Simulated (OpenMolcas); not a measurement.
# CH4 (methane) at CCSD(T)/aug-pcseg-2 (Cholesky decomposition)

Aim: the energy change on altering one bond length of CH4 (methane) at CCSD(T)/aug-pcseg-2 (Cholesky decomposition), from 2 runs. 

Program for the calculation: OpenMolcas 26.06.

## (1) The structure to begin with

The species is CH4 (5 atoms), meant as a singlet with charge 0. SMILES: `C`. The coordinates come from a PBE0-D4/def2-TZVP relaxation.

Bond lengths: C1–H2 1.090 Å, C1–H3 1.090 Å, C1–H4 1.090 Å, C1–H5 1.090 Å. Angles: H2–C1–H3 109.5°, H2–C1–H4 109.5°, H2–C1–H5 109.5°, H3–C1–H4 109.5°, H3–C1–H5 109.5°, H4–C1–H5 109.5°.

## (2) A single-point energy at CCSD(T)/aug-pcseg-2 (Cholesky decomposition)

The input, job.inp:

```
&GATEWAY
 BasLib
 $CurrDir
 Coord
 5
 angstrom
 C        0.000000       0.000000       0.000000
 H        0.159000      -0.243200       1.050200
 H       -1.006700       0.395200      -0.132900
 H        0.119700      -0.899500      -0.603300
 H        0.728100       0.747400      -0.313900
 Basis
 aug-pcseg-2
 Group
 NoSym

&SEWARD
 High

&SCF
 PrOrbitals
 1 1

&CHCC
 Frozen
 1

&CHT3
 Frozen
 1
```

The basis set aug-pcseg-2 is read from a file made from the Basis Set Exchange's data (not shown).

Run with:

```bash
$ export MOLCAS_MEM=1860
$ pymolcas job.inp > job.log
```

Log:

```text
--- Start Module: gateway ---
[...]
--- Stop Module: gateway /rc=_RC_ALL_IS_WELL_ ---
[...]
      Basis functions          138
[...]
       Convergence after   9 Iterations
[...]
::    Total SCF energy                                -40.2127790559
[...]
      Total spin, S                                     0.0000000000
[...]
      Total electronic charge=   10.000000
      Total            charge=   -0.000000
[...]
      Dipole Moment (debye):
      Origin of the operator (angstrom)=    0.0000   -0.0000    0.0000
                   X=  2.3971E-05               Y=  3.2111E-05               Z=  2.6933E-05           Total=  4.8281E-05
      Quadrupole Moment (debye*angstrom):
[...]
--- Start Module: chcc ---
[...]
--- Stop Module: chcc /rc=_RC_ALL_IS_WELL_ ---
[...]
--- Start Module: cht3 ---
[...]
--- Stop Module: cht3 /rc=_RC_ALL_IS_WELL_ ---
[...]
```

It took 6.3 min on 1 thread of Arm Neoverse V2, shared host; peak memory 0.64 GiB.

## (3) The distorted shape, same level

The input, job.input:

```
* CH4 CCSD(T)
&GATEWAY
BASLIB = $CurrDir
COORD
5
angstrom
C        0.503310      -0.197584       0.066445
H        0.662310      -0.440784       1.116645
H       -1.006700       0.395200      -0.132900
H        0.623010      -1.097084      -0.536855
H        1.231410       0.549816      -0.247455
BASIS = aug-pcseg-2
GROUP = NoSym
&SEWARD
HIGH
&SCF
PRORBITALS = 1 1
&CHCC
FROZEN = 1
&CHT3
FROZEN = 1
```

The basis set aug-pcseg-2 is read from a file made from the Basis Set Exchange's data (not shown).

Run with:

```bash
$ export MOLCAS_MEM=1860
$ pymolcas job.input > job.log
```

Log:

```text
--- Start Module: gateway ---
[...]
--- Stop Module: gateway /rc=_RC_ALL_IS_WELL_ ---
[...]
      Basis functions          138
[...]
       Convergence after   9 Iterations
[...]
::    Total SCF energy                                -40.1278644418
[...]
      Total spin, S                                     0.0000000000
[...]
      Total electronic charge=   10.000000
      Total            charge=   -0.000000
[...]
      Dipole Moment (debye):
      Origin of the operator (angstrom)=    0.4717   -0.1852    0.0623
                   X=  7.0708E-01               Y= -2.7758E-01               Z=  9.3396E-02           Total=  7.6534E-01
      Quadrupole Moment (debye*angstrom):
[...]
--- Start Module: chcc ---
[...]
--- Stop Module: chcc /rc=_RC_ALL_IS_WELL_ ---
[...]
--- Start Module: cht3 ---
[...]
--- Stop Module: cht3 /rc=_RC_ALL_IS_WELL_ ---
[...]
```

Run time: 7.1 min. Hardware: 1 thread of Arm Neoverse V2, shared host; peak memory 0.64 GiB.

## (4) Results

At CCSD(T)/aug-pcseg-2 (Cholesky decomposition), 1 core orbital frozen:

| quantity | value |
| --- | --- |
| first shape: total energy | -40.43716 Eh |
| first shape: dipole moment (mean-field density) | 0.00 D |
| first shape: HOMO energy (Hartree–Fock orbitals) | -14.83 eV |
| first shape: LUMO energy (Hartree–Fock orbitals) | 0.68 eV |
| first shape: HOMO–LUMO gap (Hartree–Fock orbitals) | 15.51 eV |
| first shape: correlation energy (1 core orbital frozen) | -224.4 mEh |
| first shape: (T) correction | -6.21 mEh |
| distorted shape: total energy | -40.36176 Eh |
| distorted shape: dipole moment (mean-field density) | 0.77 D |
| distorted shape: HOMO energy (Hartree–Fock orbitals) | -11.80 eV |
| distorted shape: LUMO energy (Hartree–Fock orbitals) | 0.63 eV |
| distorted shape: HOMO–LUMO gap (Hartree–Fock orbitals) | 12.43 eV |
| distorted shape: correlation energy (1 core orbital frozen) | -233.9 mEh |
| distorted shape: (T) correction | -7.70 mEh |
| energy change with the C1–H3 bond stretched from 1.090 to 1.634 Å | 2.052 eV |

What this shows: With the C1–H3 bond stretched from 1.090 to 1.634 Å the energy rises by 2.05 eV (47 kcal/mol). The first shape isn't relaxed at this level, so the change isn't measured from a minimum. The triples (first shape) make up 2.8 % of the correlation energy. Mulliken charges (distorted shape) of the mean-field density run from -0.07 on C1 to +0.16 on H3; in a basis this large or diffuse they mean little. The triples (distorted shape) make up 3.3 % of the correlation energy.
